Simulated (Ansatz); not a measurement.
System: diamond-structure Ge. Method: PBE (plane waves, PAW; Ansatz, an electronic-structure program).

Numerical settings: plane-wave cutoff 520 eV, 20×20×20 k mesh, Fermi–Dirac smearing 0.05 eV, scalar-relativistic PAW data made under PBE.

Cell (relaxed at this level):

```
CELL_PARAMETERS angstrom
      0.00000     2.88026     2.88026
      2.88026     0.00000     2.88026
      2.88026     2.88026     0.00000
ATOMIC_POSITIONS crystal
  Ge 0.50000 0.50000 0.50000
  Ge 0.75000 0.75000 0.75000
```

### Question
Give the computed polycrystal shear modulus (Hill average), elastic constant C44, Voigt–Reuss–Hill bulk modulus, elastic constant C11 and elastic constant C12.

### Answer

- polycrystal shear modulus (Hill average) = 44.7 GPa
- elastic constant C44 = 54.1 GPa
- Voigt–Reuss–Hill bulk modulus = 59.1 GPa
- elastic constant C11 = 104 GPa
- elastic constant C12 = 36.7 GPa

Measured, for comparison: elastic constant C44 68 GPa, elastic constant C11 131 GPa, elastic constant C12 49 GPa (low temperature, zero-point motion not removed; as tabulated in Tanner et al. (2021), arXiv:2110.11888). Computed (rounded) less measured: elastic constant C44 -20 %, elastic constant C11 -21 %, elastic constant C12 -25 %.

Note: the solid has no gap at this level, which affects its response.

Elastic constants are with the ions relaxed.

The computed numbers hold no vibrational or temperature effects.
